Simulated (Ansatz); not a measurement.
Results of PBE in Ansatz (plane waves, PAW) for rock-salt ZrC.

Settings: plane-wave cutoff 520 eV, 16×16×16 k mesh, Fermi–Dirac smearing 0.1 eV, perturbation theory, force constants from a 4×4×4 q mesh, scalar-relativistic PAW data made under PBE.

Quasi-harmonic isothermal bulk modulus against temperature at zero pressure (zero-point motion included); the last value is withheld.

| T (K) | isothermal bulk modulus (GPa) |
|---|---|
| 300 | 213.5 |
| 400 | 210.9 |
| 500 | 208.2 |
| 600 | 205.4 |
| 700 | 202.5 |
| 800 | ? |

Problem. Fit a straight line to the rows shown and predict the value at 800 K.

Solution. Means: 500 K and 208.10 GPa. Σ(T − T̄)(y − ȳ) = -2750.0 and Σ(T − T̄)² = 100000, so the slope is -0.0275 GPa/K. At 800 K: 208.10 + (-0.0275) × 300 = 199.8 GPa. The run gives 199.6 GPa.

Anharmonicity beyond the change of volume is left out, and so is the electrons' share.

Ansatz is a first-principles code.
